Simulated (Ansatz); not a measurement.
System (SMILES): [O+]#[Si-] (O-Si).
Atoms: Si1, O2. Bonds: Si1-O2.

Basis-set convergence of the highest harmonic wavenumber at PBE with Ansatz (an electronic-structure program). Each level at its own minimum, finite differences of forces, unscaled; the reference is a large set that could be run, not a limit. Cartesian d functions, on some or all atoms, in 6-311+G**; all else is spherical. The program fits the integrals of some runs and decomposes those of others, by size. No added dispersion term, no relativity. Reference: the value in aug-cc-pV(Q+d)Z, 1199 cm⁻¹. Deviations are taken from unrounded values.

```
basis            functions  highest harmonic wavenumber (cm⁻¹)  minus reference (cm⁻¹)
---------------  ---------  ----------------------------------  ----------------------
3-21G                   22                                1134                     -65
6-311+G**               53                                1177                     -22
aug-cc-pV(D+d)Z         55                                1150                     -49
def2-TZVP               68                                1197                      -1
aug-pcseg-2             96                                1195                      -4
cc-pV(Q+d)Z            119                                1201                       3
def2-QZVPP             127                                1199                       0
def2-QZVPPD            142                                1198                      -1
aug-cc-pV(Q+d)Z        169                                1199                       0
```
